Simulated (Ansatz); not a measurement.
System: O$_{3}$, net charge 0, singlet state. 
Geometry from a B3LYP-D3(BJ)/def2-TZVP (Ansatz, an electronic-structure program) optimisation:
SMILES: O=[O+][O-]
```xyz
3

O     -0.0102     1.0756    -0.2169
O      0.0093     0.0011     0.4285
O      0.0009    -1.0767    -0.2116
```

Parts of the frozen-core correlation energy in cc-pVDZ (Ansatz, hartree). Frozen orbitals: 3; correlated occupied orbitals by spin: 9 and 9; virtual: 30 and 30. No spin-orbit coupling. Non-relativistic. The restricted reference is unstable. The program attaches cautions to this run: large difference.

```tsv
term	value
reference (HF)	-224.27166
MP2 opposite-spin	-0.45350
MP2 same-spin	-0.17270
CCSD correlation	-0.60489
(T)	-0.03138
CCSDT minus CCSD(T)	-0.00014
T1 diagnostic	0.026
largest doubles amplitude	0.207
```
